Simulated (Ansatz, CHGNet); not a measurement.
# Elastic constant C11 of graphite: levels of theory against measurement

Reference value: 1109 ± 16 GPa (measured, temperature not stated, not corrected to a static lattice; as tabulated in Savini et al. (2010), arXiv:1008.3639).

```json
[
 {"level (code)": "CHGNet 0.3.0", "value (GPa)": "843", "cell (Å³/atom)": "10.13"},
 {"level (code)": "LDA (Ansatz)", "value (GPa)": "1096", "cell (Å³/atom)": "8.61"},
 {"level (code)": "PBE (Ansatz)", "value (GPa)": "___", "cell (Å³/atom)": "11.49"},
 {"level (code)": "PBE-D3(BJ) (Ansatz)", "value (GPa)": "1042", "cell (Å³/atom)": "8.87"},
 {"level (code)": "r²SCAN (Ansatz)", "value (GPa)": "1046", "cell (Å³/atom)": "9.22"}
]
```

**Question.** Complete the blanks.

**Answer.** 
- PBE (Ansatz, a first-principles code), value (GPa): 806

Differences against the reference: CHGNet 0.3.0 -24 %, LDA -1.2 %, PBE -27 %, PBE-D3(BJ) -6.0 %, r²SCAN -5.7 %.

Leaving aside CHGNet 0.3.0 (doubt noted below): The reference's temperature isn't stated, so close values are not ranked against it. Off by more than 25 %, or 35 % on the side where a correction would as a rule narrow the miss (bounds picked here): PBE (-27 %).

The reference isn't brought to a static lattice, while the calculations are for one, so the differences are not the levels' errors alone. A static lattice is as a rule stiffer than a warm one, by over a tenth in soft solids.  CHGNet 0.3.0: the cell has another shape than the first-principles one, perhaps another minimum in the same group. LDA: LDA has no dispersion term either, though it tends to give short spacings of layers, chains or molecules. PBE, r²SCAN: the cell comes from a level without a dispersion term, which matters for the spacing of layers, chains or molecules. PBE-D3(BJ): the dispersion coefficients are held fixed in the derivatives. Each level is taken at its own relaxed cell. Cutoffs differ between the levels. Ansatz's density-functional and Hartree–Fock values are scalar-relativistic unless marked +SOC, with PAW data made under PBE.

Machine-learned potentials (CHGNet 0.3.0) are trained on DFT data: a solid inside that data is no test of them.

Differences are worked out from the printed values.
